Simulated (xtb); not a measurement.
Species: Cl4Si, SMILES `Cl[Si](Cl)(Cl)Cl` (charge 0, multiplicity 1).

Q: Give a relaxed geometry from GFN2-xTB in xtb.

A: the end point of this relaxation (outside a Z-matrix the atoms follow the SMILES, hydrogens last).
Z-matrix (Å, degrees):
```
Si
Cl 1 2.0143
Cl 1 2.0143 2 109.47
Cl 1 2.0143 2 109.47 3 -120.00
Cl 1 2.0143 2 109.47 3 120.00
```
